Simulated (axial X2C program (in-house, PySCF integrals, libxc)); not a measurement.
Values are calculated unless marked as measured or tabulated.
## HCl⁺: input and output of an EOM-IP-CCSD run

Program: an axial X2C code built on PySCF integrals.

Input and command:
```json
{"zs": [17, 1], "q": 1, "bas": ["dyall-av3z", "dyall-v3z"], "r0": 1.31, "eom": "ip", "rq": 0, "thr": -2.0, "nmax": 95, "grid": [1, 0.96, 1.045, 0.92, 1.09, 1.15]}
```
```bash
python soeom.py task.json out
```

Keys: zs atomic numbers; q charge; bas basis sets; r0 starting distance in Å; eom kind of EOM run; rq charge at which the geometry is sought; thr threshold in hartree for freezing inner shells (an s shell follows its p shell); nmax most natural virtual spinors; grid distances as factors.

Output at R = 1.282 Å (near the PBE0 minimum at charge 0 of the determinant lowest at the starting distance; the state shown can have its own minimum elsewhere), reference HCl:

```
two-component X2C + atomic mean field  HF
basis functions 79  fitting functions 403  grid points 4347
iter        total energy     max residual
   1       -460.740539385     8.66e-01
   2       -461.446318246     2.07e-02
   3       -461.449088045     3.60e-03
   4       -461.449206920     9.05e-04
   5       -461.449215016     2.23e-04
   6       -461.449215965     5.94e-05
   7       -461.449216006     1.23e-05
   8       -461.449216008     2.18e-06
   9       -461.449216008     4.98e-07
converged
one-electron -651.49817499  Coulomb 211.12689043  exact exchange -28.01951446  xc functional 0.00000000  nuclear repulsion 7.01717050  atomic mean-field constant -0.07558749
correlated 8  virtual 128  natural virtual 92  E(MP2) -0.209883604  MP2 remainder -0.001468013
iter   CCSD correlation   residual
   1     -0.223432442   7.07e-02
   2     -0.228283411   2.12e-02
   3     -0.228436542   4.31e-03
   4     -0.228444993   1.15e-03
   5     -0.228444660   1.86e-04
   6     -0.228444141   4.37e-05
   7     -0.228444408   1.09e-05
   8     -0.228444412   2.45e-06
(T) -0.008476778  T1 0.0084  D1 0.0107  max T2 0.074
EOM-IP-CCSD roots
2*Omega      energy/Eh   energy/eV  one-particle weight
    1       0.46799848     12.7349      0.952
    1       0.61301562     16.6810      0.950
    1       0.94359406     25.6765      0.040
    1       0.94849425     25.8098      0.596
    3       0.46513865     12.6571      0.953
    3       0.94399324     25.6874      0.000
    3       0.99924547     27.1909      0.000
    5       0.99797173     27.1562      0.000
```
T1 in the output is the amplitude norm over the root of the electron number; divide by √2 for the Lee–Taylor value.

Reference electrons by ω block (each with its −ω partner): 1/2: 7, 3/2: 2. Root energies count from the CCSD energy of the reference. The reference need not be the lowest state of its species. All roots sought are printed; those with a small one-particle weight need a further excitation, are placed far too high, and may in truth lie low or lowest. Inner shells are frozen, and levels at this size can be off by some tenths of an eV.
